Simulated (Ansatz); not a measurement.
`[CH3][Al]=[O]` + H₂O → `[O]=[Al][OH]` + CH₄ at 600 K and 1 bar (formal hydrolysis of the Al–C bond).

Calculated with Ansatz (gas phase, PBE0-D4/def2-TZVP geometries, no zero-point term in ΔE). CCSD(T)/CBS is extrapolated from def2-TZVPP and def2-QZVPP, frozen cores. One conformer a species, not always the lowest.

```
        species  CCSD(T)/CBS energy (Eh)  H − E (kJ/mol)  S (J/(mol·K))
`[CH3][Al]=[O]`               -357.03718           138.2          319.6
            H₂O                -76.37685            76.8          212.8
 `[O]=[Al][OH]`               -392.99724            73.9          307.7
            CH₄                -40.45885           140.4          215.7
```

H − E and S are ideal-gas, rigid-rotor, harmonic terms from PBE0-D4/def2-TZVP, for one conformer and one mirror image of each species. 1 Eh = 2625.50 kJ/mol, R = 8.31446 J/(mol·K).

Problem. By hand: ΔE, ΔH, ΔS and ΔG.

Solution. ΔE = (-392.99724) + (-40.45885) − (-357.03718) − (-76.37685) = -0.04206 Eh = -110.4 kJ/mol. Δ(H − E) = 73.9 + 140.4 − 138.2 − 76.8 = -0.7, so ΔH = -111.1 kJ/mol. ΔS = 307.7 + 215.7 − 319.6 − 212.8 = -9.0 J/(mol·K). ΔG = -111.1 − 600 × (-9.0)/1000 = -105.7 kJ/mol.

Problem. By hand: the equilibrium constant, and the temperature at which ΔG would vanish if ΔH and ΔS stayed fixed.

Solution. log₁₀ K = −ΔG/(RT ln 10) = 9.2. ΔG = 0 at ΔH/ΔS = 12344 K, far beyond where these terms or the molecules hold.

The number of gas molecules stays the same, so ΔS is small and ΔH decides. A doubt of 5 kJ/mol in ΔE shifts log₁₀ K by 0.4 here. Other conformers and mirror images would add mixing entropy, several J/(mol·K) or more a flexible species. These are equilibria of isolated gas molecules and say nothing of rates. Largest T1 diagnostic: 0.024 (customary marks: 0.02 for closed shells, 0.045 for open ones).
